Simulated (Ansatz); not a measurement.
Born–Oppenheimer molecular dynamics of AlClH₃N (6 atoms, charge 0, multiplicity 1). It starts at the highest image of a converged band. Of that band: Neighbouring images differ by up to 1.4 eV, so the band resolves the path poorly. A vibrational analysis at the climbing image gives one clearly imaginary mode, 875i cm⁻¹: a first-order saddle point.

These are results of RKS B3LYP/def2-SVP (Ansatz), not measurements.

```json
{
 "ensemble": "NVE (velocity Verlet)",
 "time step": "0.5 fs",
 "steps asked": "200",
 "starting velocities drawn for": "100 K",
 "seed": "6229"
}
```

First frame:

```xyz
6
Properties=species:S:1:pos:R:3
Al -0.515 -0.309 0.667
H 1.076 -0.165 1.267
Cl 1.864 0.422 -0.051
N -1.473 -0.042 -0.805
H -2.469 -0.222 -0.906
H -1.091 0.316 -1.679
```

Q: How far do the bonds stretch over the last three quarters of this one trajectory? (Pairs bonded in most of those frames.)

A: 
```csv
bond,mean (Å),spread (Å),shortest,longest
Al1–H2,1.725,0.155,1.45,2.00
Al1–Cl3,2.184,0.150,1.93,2.45
Al1–N4,1.782,0.038,1.72,1.85
N4–H5,1.028,0.021,0.99,1.08
N4–H6,1.031,0.024,0.99,1.09
```

Pairs bonded in part of these frames only: Al1–H2 81 %.

Mean temperature of the second half: 2849 K. The conserved energy stayed within 0.44 meV per atom of its start (net change -0.027 meV per atom), so the integration is sound. The kinetic energy rose, since the run started high on the potential surface and went downhill. A run of 0.1 ps of so small a system gives no equilibrium averages. The orbitals stay closed-shell, which can raise the energy where a bond breaks towards radicals; this wasn't checked here.

Time of the run: 10 min on 1 thread of Arm Neoverse N1, with other jobs on the host, peak memory 0.11 GiB.
